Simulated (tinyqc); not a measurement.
MP2 on RHF in the sto-6g basis, frozen core, for H2F+, spin multiplicity 1, step by step. One step of it, computed by the program tinyqc.

Problem. Iteration 8 (converged): orbitals. Diagonalise F' = X^T F X, C = X C', fill 5 alpha and 5 beta electrons from the bottom; D = 2 C_occ C_occ^T. Each column has its largest component positive (the first on a tie).

converged F (hartree), lower triangle:
```
             1F 1s      1F 2s     1F 2px     1F 2py     1F 2pz      2H 1s      3H 1s
1F 1s   -26.987732
1F 2s    -6.538872  -3.569101
1F 2px    0.000000   0.000000  -1.087984
1F 2py    0.000000   0.000000   0.000000  -1.105598
1F 2pz   -0.024886  -0.146242   0.000000   0.000000  -1.091373
2H 1s    -1.499927  -1.439684   0.000000  -0.605140  -0.435686  -1.016875
3H 1s    -1.499927  -1.439684   0.000000   0.605140  -0.435686  -0.518444  -1.016875
```

X:
```
                1          2          3         4          5          6         7
1F 1s   -0.319831   0.000000   0.752487  0.000000  -0.609892   0.000000  0.160748
1F 2s    1.170889   0.000000  -0.226099  0.000000  -0.250201   0.000000  0.439688
1F 2px   0.000000   0.000000   0.000000  1.000000   0.000000   0.000000  0.000000
1F 2py   0.000000   0.916461   0.000000  0.000000   0.000000   0.694133  0.000000
1F 2pz   0.417476   0.000000   0.656231  0.000000   0.680199   0.000000  0.157914
2H 1s   -0.699544  -0.859447  -0.165425  0.000000   0.132995   0.370090  0.378345
3H 1s   -0.699544   0.859447  -0.165425  0.000000   0.132995  -0.370090  0.378345
```

Give: F' = X^T F X; orbital energies; coefficients C; D after iteration 8.

Solution.

F' = X^T F X (hartree), lower triangle:
```
         1        2         3        4         5        6        7
1  -0.7020
2   0.0000   0.2416
3   2.4333   0.0000  -13.0535
4   0.0000   0.0000    0.0000  -1.0880
5  -1.9245   0.0000   11.5238   0.0000  -12.2258
6   0.0000  -0.0747    0.0000   0.0000    0.0000  -1.2911
7   0.1943   0.0000   -5.3110   0.0000    5.2347   0.0000  -4.2270
```

orbital energies (hartree): MO1 -26.9911, MO2 -2.1389, MO3 -1.2947, MO4 -1.1243, MO5 -1.0880, MO6 0.0460, MO7 0.2453

coefficients C:
```
            MO1      MO2      MO3      MO4     MO5      MO6      MO7
1F 1s    0.9970  -0.2356   0.0000   0.0648  0.0000  -0.1126   0.0000
1F 2s    0.0141   0.9308   0.0000  -0.3505  0.0000   0.8298   0.0000
1F 2px   0.0000   0.0000   0.0000   0.0000  1.0000   0.0000   0.0000
1F 2py   0.0000   0.0000   0.7378   0.0000  0.0000   0.0000   0.8817
1F 2pz   0.0021   0.1307   0.0000   0.8967  0.0000   0.5209   0.0000
2H 1s   -0.0030   0.0822   0.3279   0.1737  0.0000  -0.8004  -0.8764
3H 1s   -0.0030   0.0822  -0.3279   0.1737  0.0000  -0.8004   0.8764
```

D after iteration 8, lower triangle:
```
          1F 1s    1F 2s  1F 2px   1F 2py  1F 2pz    2H 1s   3H 1s
1F 1s    2.1073
1F 2s   -0.4559   1.9788
1F 2px   0.0000   0.0000  2.0000
1F 2py   0.0000   0.0000  0.0000   1.0888
1F 2pz   0.0589  -0.3851  0.0000   0.0000  1.6424
2H 1s   -0.0223   0.0311  0.0000   0.4839  0.3331   0.2889
3H 1s   -0.0223   0.0311  0.0000  -0.4839  0.3331  -0.1411  0.2889
```
